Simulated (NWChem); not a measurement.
Species: Be

Program: NWChem. Ions are spin-unrestricted doublets at the neutral geometry; other ion states weren't tried.

Q: Among these, which level gives the highest value of “ΔSCF minus −ε(HOMO) (eV)”?
A. Hartree-Fock/3-21G
B. Hartree-Fock/pcseg-1
C. Hartree-Fock/pcseg-2
D. Hartree-Fock/def2-QZVP

A: A, Hartree-Fock/3-21G. Values: Hartree-Fock/def2-QZVP -0.38; Hartree-Fock/pcseg-2 -0.37; Hartree-Fock/pcseg-1 -0.35; Hartree-Fock/3-21G -0.24
